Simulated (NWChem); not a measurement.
**CH4S2 (SMILES CSS): levels of theory compared**

Aim: a comparison of 3 runs (HF/STO-3G, HF/3-21G, B3LYP/6-31G*) of CH4S2. 

The results are computed with NWChem 7.3.0.

2 further runs of the same task are left out: 2 set aside as unsound or not needed.

## 1. The system as given

The species is CH4S2 (7 atoms), meant as a singlet with charge 0. As SMILES, `CSS`. The shape is that of a PBE0-D4/def2-TZVP optimisation. This is one conformer, not always the lowest.

Bond lengths: C1–S2 1.802 Å, S2–S3 2.037 Å, C1–H4 1.090 Å, C1–H5 1.089 Å, C1–H6 1.093 Å, S3–H7 1.349 Å. Angles: C1–S2–S3 103.0°, S2–C1–H4 111.1°, S2–C1–H5 110.8°, S2–C1–H6 106.0°, S2–S3–H7 99.3°, H4–C1–H5 110.4°, H4–C1–H6 109.2°, H5–C1–H6 109.3°.

## 2. Energy and forces at HF/STO-3G (run 1)

ch4s2.nw reads:

```
start ch4s2
title "CH4S2 hf"
memory total 2200 mb
geometry noautosym nocenter noautoz
   C    -0.757700    0.531000   -0.254500
   S     0.410700    0.313400    1.100600
   S     1.938900   -0.712100    0.227800
   H    -1.170500   -0.425600   -0.574100
   H    -0.285300    1.039300   -1.094100
   H    -1.562500    1.156200    0.139800
   H     1.487600   -1.970200    0.408600
end
basis spherical bse
   * library STO-3G
end
scf
   singlet
   rhf
   thresh 1e-08
   maxiter 80
end
task scf gradient
```

Started as:

```console
$ nwchem ch4s2.nw > ch4s2.out
```

What it wrote:

```text
[...]
  functions       =    27
[...]
  wavefunction    = RHF
[...]
         Total SCF energy =   -826.076498146220
      One-electron energy =  -1446.403376598404
      Two-electron energy =    470.181255146057
 Nuclear repulsion energy =    150.145623306126
        Time for solution =      1.6s
[...]
                         RHF ENERGY GRADIENTS
    atom               coordinates                        gradient
                 x          y          z           x          y          z
   1 C      -1.431845   1.003444  -0.480935   -0.004180  -0.000390  -0.006385
   2 S       0.776110   0.592240   2.079832    0.009950  -0.006086  -0.013581
   3 S       3.663990  -1.345674   0.430480   -0.009038   0.015389   0.009469
   4 H      -2.211924  -0.804267  -1.084892    0.000783  -0.004902   0.003420
   5 H      -0.539139   1.963992  -2.067549    0.005639   0.002512   0.000927
   6 H      -2.952697   2.184901   0.264184   -0.002718   0.004057   0.006466
   7 H       2.811156  -3.723138   0.772142   -0.000436  -0.010580  -0.000316
[...]
```

It took 2.5 s on 1 thread of AMD EPYC 7R43 (Zen 3), shared host; peak memory 0.096 GiB.

## 3. Energy and forces at HF/3-21G (run 2)

ch4s2.xyz reads:

```xyz
7

C     -0.757700     0.531000    -0.254500
S      0.410700     0.313400     1.100600
S      1.938900    -0.712100     0.227800
H     -1.170500    -0.425600    -0.574100
H     -0.285300     1.039300    -1.094100
H     -1.562500     1.156200     0.139800
H      1.487600    -1.970200     0.408600
```

run.py reads:

```python
from ase.io import read
from ase.calculators.nwchem import NWChem

system = read('ch4s2.xyz')

calc = NWChem(
    label='ch4s2',
    theory='scf',
    memory='2200 mb',
    basis='3-21G',
    basispar='spherical bse',
    scf={'nopen': '0', 'rhf': None, 'thresh': '1e-08', 'maxiter': '80'},
)
system.calc = calc

forces = system.get_forces()
e = system.get_potential_energy()
print(f"E = {e:.6f} eV")
print("forces (eV/A):")
for s, f in zip(system.symbols, forces):
    print(f"{s:2s} {f[0]:10.5f} {f[1]:10.5f} {f[2]:10.5f}")
print("dipole (e A):", system.get_dipole_moment().round(4))
```

Started as:

```console
$ export ASE_NWCHEM_COMMAND="nwchem PREFIX.nwi > PREFIX.nwo"
$ python run.py
```

What it wrote:

```text
E = -22614.436726 eV
forces (eV/A):
C    -1.37199    0.30519   -1.43118
S    -1.89557    1.91120    2.95353
S     2.91733   -1.97723   -1.66762
H     0.15529    0.35291    0.09431
H    -0.16645   -0.20456    0.29804
H     0.28004   -0.24117   -0.19402
H     0.08130   -0.14635   -0.05312
dipole (e A): [-0.4168 -0.1801 -0.2543]
```

The calculator wrote ch4s2.nwi:

```
title "ch4s2"

permanent_dir ch4s2

scratch_dir ch4s2

start ch4s2

geometry units angstrom nocenter noautosym noautoz
  C  -7.5770000000000004e-01 5.3100000000000003e-01 -2.5450000000000000e-01
  S  4.1070000000000001e-01 3.1340000000000001e-01 1.1006000000000000e+00
  S  1.9389000000000001e+00 -7.1209999999999996e-01 2.2780000000000000e-01
  H  -1.1705000000000001e+00 -4.2559999999999998e-01 -5.7410000000000005e-01
  H  -2.8530000000000000e-01 1.0392999999999999e+00 -1.0941000000000001e+00
  H  -1.5625000000000000e+00 1.1561999999999999e+00 1.3980000000000001e-01
  H  1.4876000000000000e+00 -1.9702000000000000e+00 4.0860000000000002e-01
end

memory 2200 mb

basis spherical bse noprint
   * library 3-21G
end

scf
  nopen 0
  rhf
  thresh 1e-08
  maxiter 80
end

task scf gradient
```

ch4s2.nwo:

```text
Northwest Computational Chemistry Package (NWChem) 7.3.0
             --------------------------------------------------------

           Job information
           ---------------

    nwchem branch   = 7.3.0
    use scalapack   = T
    input           = ch4s2.nwi
    prefix          = ch4s2.
    data base       = ch4s2/ch4s2.db
    status          = startup
    nproc           =        1

           Memory information
           ------------------

    heap     =     72089598 doubles =      550.0 Mbytes
    stack    =     72089595 doubles =      550.0 Mbytes
    global   =    144179200 doubles =     1100.0 Mbytes (distinct from heap & stack)
    total    =    288358393 doubles =     2200.0 Mbytes
    verify   = yes
    hardfail = no

[... 135 lines left out ...]
 Convergence threshold     :          1.000E-08
[... 12 lines left out ...]
       Final RHF  results
[... 3 lines left out ...]
      One-electron energy =  -1446.565824274080
[... 1 line left out ...]
 Nuclear repulsion energy =    150.145623306126
[... 39 lines left out ...]
                       ROHF Final Molecular Orbital Analysis
[... 214 lines left out ...]
                 ----------------------------------------
                 |  Time  |  1-e(secs)   |  2-e(secs)   |
                 ----------------------------------------
                 |  CPU   |       0.00   |       0.25   |
                 ----------------------------------------
                 |  WALL  |       0.00   |       0.25   |
                 ----------------------------------------

 Task  times  cpu:        1.5s     wall:        1.5s
 Total times  cpu:        1.5s     wall:        1.5s
```

Run time: 2.8 s. Hardware: 1 thread of AMD EPYC 7R43 (Zen 3), shared host; peak memory 0.094 GiB.

## 4. Energy and forces at B3LYP/6-31G(d) (Cartesian functions) (run 3)

ch4s2.nw reads:

```
start ch4s2
title "CH4S2"
memory stack 880 mb heap 220 mb global 1100 mb
charge 0

geometry noautosym nocenter noautoz
  C    -0.757700    0.531000   -0.254500
  S     0.410700    0.313400    1.100600
  S     1.938900   -0.712100    0.227800
  H    -1.170500   -0.425600   -0.574100
  H    -0.285300    1.039300   -1.094100
  H    -1.562500    1.156200    0.139800
  H     1.487600   -1.970200    0.408600
end

basis cartesian
  * library 6-31G*
end

dft
  xc b3lyp
  grid xfine
  convergence energy 1e-08
  maxiter 100
  mulliken
  print medium
end

task dft gradient
```

Started as:

```console
$ nwchem ch4s2.nw > ch4s2.out
```

What it wrote:

```text
[...]
          Wavefunction type:  closed shell.
          No. of atoms     :     7
          No. of electrons :    42
[...]
          Charge           :     0
          Spin multiplicity:     1
[...]
          AO basis - number of functions:    61
[...]
              XC Information
              --------------
                         B3LYP Method XC Potential
                     Hartree-Fock (Exact) Exchange  0.200
                        Slater Exchange Functional  0.800 local
                    Becke 1988 Exchange Functional  0.720 non-local
              Lee-Yang-Parr Correlation Functional  0.810
                  VWN I RPA Correlation Functional  0.190 local
[...]
 d= 0,ls=0.0,diis     1   -836.8490853059 -9.87D+02  1.27D-02  4.71D-01     2.3
[...]
 d= 0,ls=0.0,diis    10   -836.8886065025 -4.25D-10  1.92D-07  5.89D-11    19.2
         Total DFT energy =     -836.888606502501
      One electron energy =    -1452.215892477980
           Coulomb energy =      523.510162891609
    Exchange-Corr. energy =      -58.328500222256
 Nuclear repulsion energy =      150.145623306126
[...]
      Total Density - Mulliken Population Analysis
     ---------------------------------------------
    Atom       Charge   Shell Charges
 -----------   ------   -------------------------------------------------------
    1 C    6     6.58   1.99  0.68  2.10  0.70  1.08  0.03
    2 S   16    15.97   2.00  1.99  5.97  1.43  2.99  0.51  1.05  0.04
    3 S   16    16.13   2.00  1.99  5.97  1.42  3.04  0.52  1.15  0.04
    4 H    1     0.81   0.52  0.29
    5 H    1     0.80   0.52  0.28
    6 H    1     0.81   0.52  0.29
    7 H    1     0.89   0.51  0.38
[...]
  wavefunction    = closed shell
                         DFT ENERGY GRADIENTS
    atom               coordinates                        gradient
                 x          y          z           x          y          z
   1 C      -1.431845   1.003444  -0.480935    0.005530  -0.001235   0.005548
   2 S       0.776110   0.592240   2.079832    0.005025  -0.008738  -0.016739
   3 S       3.663990  -1.345674   0.430480   -0.014049   0.005818   0.006982
   4 H      -2.211924  -0.804267  -1.084892    0.001588   0.001343   0.001635
   5 H      -0.539139   1.963992  -2.067549    0.000088  -0.000883   0.002298
   6 H      -2.952697   2.184901   0.264184    0.001742  -0.000980   0.000036
   7 H       2.811156  -3.723138   0.772142    0.000076   0.004675   0.000239
[...]
```

It took 24 s on 1 thread of AMD EPYC 7R43 (Zen 3), shared host; peak memory 0.14 GiB.

## 5. Overview of the runs

```
run                               level  Cartesian functions  iteration cap  energy (Eh)  dipole moment (D)  HOMO energy (eV)  LUMO energy (eV)  wall time
  1                           HF/STO-3G                   no             80  -826.076498               1.22             -6.99              9.56      2.5 s
  2                            HF/3-21G                   no             80  -831.065228               2.50            -10.12              3.10      2.8 s
  3  B3LYP/6-31G* (Cartesian functions)                  yes            100  -836.888607               1.99             -6.65             -0.66       24 s
```

## 6. What came out

```
                       quantity          value
            run 3: total energy  -836.88861 Eh
           run 3: dipole moment         1.99 D
             run 3: HOMO energy       -6.65 eV
             run 3: LUMO energy       -0.66 eV
           run 3: HOMO–LUMO gap        5.99 eV
run 3: largest force on an atom     1.005 eV/Å
```

What this shows: The dipole moment (its size) runs from 1.22 D (HF/STO-3G) to 2.50 D (HF/3-21G). The HOMO–LUMO gap runs from 5.99 eV (B3LYP/6-31G*) to 16.55 eV (HF/STO-3G). The two ends differ in method and basis. In run 1 the basis is minimal, so the values are rough. All runs together took 29 s, the longest 24 s.
